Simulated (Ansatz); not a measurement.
A calculation with Ansatz (development build ahead of 0.2.0).

```yaml
crystal:
  periodic: [false, false, false]
  atoms:
    - { symbol: B, position_ang: [0.0, 0.0, 1.5652] }
    - { symbol: "N", position_ang: [0.0, 0.0, 0.0] }
    - { symbol: S, position_ang: [0.0, 0.0, -1.7773] }
basis:
  gaussian: { orbitals: STO-3G }
total_charge: -1
magnetization:
  spin_polarized: true
  initial_magnetization: 1
hamiltonian:
  xc: hf
```

The input is written out in the form of the current development build from the run's settings.

Output:

- Converged: yes
- Total energy: -470.94734 hartree
- Spin squared of the determinant: 1.394
- Stability test: minimum

Caution: no diffuse functions for an anion; the unrestricted determinant is spin contaminated.
